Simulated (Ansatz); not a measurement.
Reaction (SMILES): [SiH3][CH2] (CH2-SiH3) → [CH2-][SiH3] (an electron is taken up)
B3LYP-D3(BJ)/def2-TZVP geometries, fixed; electronic energies without zero-point terms; positive where energy is released.
Largest species:
```xyz
7

C     -0.0097     0.1411    -1.2607
Si     0.0046    -0.0671     0.5695
H     -0.9250     0.2758    -1.8259
H      0.8972     0.1766    -1.8533
H     -0.0125     1.2498     1.2616
H     -1.1932    -0.8210     1.0128
H      1.2278    -0.7881     0.9952
```
Charge 0, spin multiplicity 2.

Basis-set convergence of the adiabatic electron affinity at PBE with Ansatz (an electronic-structure program). Cartesian d functions, on some or all atoms, in 6-31G**; all else is spherical. The program fits the integrals of some runs and decomposes those of others, by size. Open shells are unrestricted. No added dispersion term, no relativity. Functions are those of the species that has most. Reference: the value in aug-pcseg-3, 1.044 eV, itself unsure by roughly 0.015 eV (its mean distance from aug-cc-pV(Q+d)Z, def2-QZVPPD). Deviations are taken from unrounded values.

```
basis            functions  adiabatic electron affinity (eV)  minus reference (eV)
---------------  ---------  --------------------------------  --------------------
STO-3G                  19                            -4.344                -5.388
6-31G                   32                             0.195                -0.849
pcseg-0                 32                             0.361                -0.683
def2-SV(P)              42                             0.549                -0.495
def2-SVP                57                             0.560                -0.484
pcseg-1                 57                             0.781                -0.263
6-31G**                 59                             0.373                -0.671
cc-pV(D+d)Z             62                             0.572                -0.472
def2-TZVP               98                             0.875                -0.169
6-311++G(2d,2p)        112                             1.012                -0.032
def2-TZVPD             125                             0.985                -0.059
cc-pV(T+d)Z            139                             0.826                -0.219
jun-cc-pV(T+d)Z        157                             1.024                -0.020
def2-TZVPPD            170                             0.989                -0.055
aug-pcseg-2            211                             1.040                -0.004
pcseg-3                289                             1.023                -0.021
def2-QZVPPD            304                             1.018                -0.026
aug-pcseg-3            419                             1.044                 0.000
```
